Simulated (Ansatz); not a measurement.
Results of revPBE in Ansatz (plane waves, PAW) for fluorite SrCl2.

Settings: plane-wave cutoff 520 eV, 8×8×8 k mesh, Fermi–Dirac smearing 0.01 eV, scalar-relativistic PAW data made under PBE.

Cell (relaxed at this level):

```
SrCl2
1.0
    0.00000     3.57423     3.57423
    3.57423     0.00000     3.57423
    3.57423     3.57423     0.00000
Sr Cl
1 2
Cartesian
  0.00000   0.00000   0.00000
  1.78712   1.78712   1.78712
  5.36135   5.36135   5.36135
```

Task: What does this level give for the bulk modulus B0, band gap, smallest direct gap on the k points sampled and pressure derivative B′ of the bulk modulus?

Result: 
* **bulk modulus B0**: 29.2 GPa
* **band gap**: 5.34 eV
* **smallest direct gap on the k points sampled**: 5.65 eV
* **pressure derivative B′ of the bulk modulus**: 4.5

Measured, for comparison: bulk modulus 34.3 GPa (temperature not stated, no zero-point or thermal correction, from elastic constants; as tabulated in Kanchana et al., Calculated structural, elastic and electronic properties of …). Computed (rounded) less measured: bulk modulus -15 % (against room or unstated temperature, where such soft solids are markedly softer).

Spin–orbit coupling is not included.

Computing time: very roughly 25 core-seconds.

Ansatz is a program for electronic structure.
